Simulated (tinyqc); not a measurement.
Geometry optimisation on the UHF/sto-3g surface (energies and gradients from PySCF), for LiH, spin multiplicity 3, step by step. Computed by tinyqc, a small Python program that keeps every step (integrals from PySCF). Settings: charge = 0, multiplicity = 3, basis = sto-3g, optimiser = bfgs, first Hessian = 1.0, largest step = 0.1, iteration cap = 30. Command: `OMP_NUM_THREADS=1 python tinyqc.py 30260 30261 out.jsonl` (the two numbers bound the seeds that draw the settings). One thread of a shared host (Intel(R) Xeon(R) Processor @ 2.60GHz), about 2 s of CPU time with the checks.

positions at the start (bohr):
```
          x       y       z
1Li  0.0000  0.0000  0.0000
2H   0.0000  0.0000  2.5946
```

Stop when the largest gradient component is below 3e-5 hartree/bohr. The inverse Hessian follows the BFGS update with s = step, y = change of gradient.

Course of the optimisation:
```
step  E (hartree)  largest gradient (hartree/bohr)
1       -7.748558                         6.13e-02
2       -7.755263                         4.85e-02
3       -7.761254                         3.67e-02
4       -7.765771                         2.75e-02
5       -7.769138                         2.04e-02
6       -7.771613                         1.49e-02
7       -7.773405                         1.07e-02
8       -7.774681                         7.53e-03
9       -7.775576                         5.25e-03
10      -7.776198                         3.65e-03
11      -7.776633                         2.58e-03
12      -7.776948                         1.92e-03
13      -7.777191                         1.57e-03
14      -7.777401                         1.42e-03
15      -7.777600                         1.42e-03
16      -7.777806                         1.49e-03
17      -7.778025                         1.61e-03
18      -7.778261                         1.73e-03
19      -7.778513                         1.83e-03
20      -7.778777                         1.90e-03
21      -7.779049                         1.94e-03
22      -7.779323                         1.93e-03
23      -7.779594                         1.89e-03
24      -7.779857                         1.82e-03
25      -7.780108                         1.73e-03
26      -7.780345                         1.61e-03
27      -7.780564                         1.49e-03
28      -7.780766                         1.36e-03
29      -7.780948                         1.22e-03
30      -7.781112                         1.09e-03
```

Can the last value be used, and what does the course show?

Not by the stop rule. Not converged within 30 steps: the energy falls at every step, but slowly. Reruns: method bfgs, first Hessian 0.6, largest step 0.3: converged in 20 (E = -7.78210).
